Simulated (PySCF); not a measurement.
# TDDFT excited states: C2H4FN

Compound: C₂H₄FN.
SMILES: `FC/C=N\[H]`

Method: PySCF, TDDFT CAM-B3LYP/def2-SVPD, vertical, gas phase, core orbitals frozen in the response. Isolated species at its GFN2-xTB geometry (one conformer only). Torsions of this conformer, `[H]/[N:1]=[CH:2]\[CH2:3][F:4]`: N1–C2–C3–F4 0°.

Q: What does the calculation give for the low-lying excited states?

A: 

```json
{"state": "S1", "E (eV)": "5.31", "λ (nm)": "233.4", "f": "0.0032", "symmetry": "A″", "main configurations (H = HOMO, L = LUMO)": "H→L (98%)"}
{"state": "S2", "E (eV)": "7.39", "λ (nm)": "167.7", "f": "0.018", "symmetry": "A′", "main configurations (H = HOMO, L = LUMO)": "H→L+1 (80%), H→L+3 (9%)"}
{"state": "S3", "E (eV)": "8.09", "λ (nm)": "153.3", "f": "0.050", "symmetry": "A′", "main configurations (H = HOMO, L = LUMO)": "H→L+2 (85%), H→L+1 (8%)"}
{"state": "S4", "E (eV)": "8.49", "λ (nm)": "146.1", "f": "0.220", "symmetry": "A′", "main configurations (H = HOMO, L = LUMO)": "H-1→L (68%), H→L+3 (23%)"}
{"state": "S5", "E (eV)": "8.79", "λ (nm)": "141.1", "f": "0.0021", "symmetry": "A″", "main configurations (H = HOMO, L = LUMO)": "H-1→L+1 (87%)"}
{"state": "S6", "E (eV)": "8.94", "λ (nm)": "138.8", "f": "0.106", "symmetry": "A′", "main configurations (H = HOMO, L = LUMO)": "H→L+3 (62%), H-1→L (20%), H→L+1 (8%)"}
{"state": "S7", "E (eV)": "9.28", "λ (nm)": "133.6", "f": "0.016", "symmetry": "A′", "main configurations (H = HOMO, L = LUMO)": "H→L+5 (87%)"}
{"state": "S8", "E (eV)": "9.34", "λ (nm)": "132.8", "f": "0.0059", "symmetry": "A″", "main configurations (H = HOMO, L = LUMO)": "H-3→L (79%), H-4→L (11%)"}
```

Triplets, Tamm–Dancoff:

```tsv
state	E (eV)	λ (nm)	main configurations (H = HOMO, L = LUMO)
T1	4.47	277.4	H→L (97%)
T2	5.31	233.3	H-1→L (88%), H-2→L (8%)
T3	7.21	171.8	H→L+1 (70%), H→L+2 (16%), H→L+3 (10%)
```

The lowest singlet lies at 5.31 eV (233 nm, ultraviolet) and is very weak; its leading configuration is HOMO→LUMO (98%). The most intense listed level is S4 at 8.49 eV (146 nm, f = 0.220), 3.18 eV above S1. Löwdin shares by element: HOMO nitrogen 60%, carbon 24%, hydrogen 8% or more; LUMO carbon 45%, nitrogen 37%, hydrogen 6% or more. Orbital energies (eV): HOMO-3 -12.53, HOMO-2 -12.38, HOMO-1 -10.79, HOMO -9.22, LUMO 0.83, LUMO+1 1.26, LUMO+2 2.05. Of the 8 states listed, 5 reach f = 0.01 and none stays under 0.0005. The listed states span 4.03 eV, and the widest gap between neighbours is 2.08 eV (S1 to S2). Symmetry labels in Cs follow from the direction of the transition dipole and are given only for states with f of 0.002 or more. Only the lowest 8 singlets were computed, as vertical energies without vibronic structure.
